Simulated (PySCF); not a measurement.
CH3, SMILES [CH3], multiplicity 2.

Geometry: TPSSh-D3(BJ)/def2-TZVPD. The isomer is the one that the SMILES or the coordinates give; other isomers of the formula were not compared.

The numbers are results of r2SCAN/def2-TZVPD run with PySCF, not measurements.

- total energy = -39.82804 hartree
- point group = D3h
- α spin, highest occupied and lowest empty level = -5.88 and 0.82 eV
- β spin, highest occupied and lowest empty level = -10.33 and -2.00 eV
- dipole moment = 0.00 D
- quadrupole, principal values (traceless, Buckingham form, about the centre of nuclear charge) = -1.81, 0.90, 0.90 D·Å
- mean static polarisability = 16.1 bohr³ (2.38 Å³)
- polarisability, principal values = 16.0, 16.1, 16.1 bohr³
- ⟨S²⟩ = 0.757 (pure state 0.75)
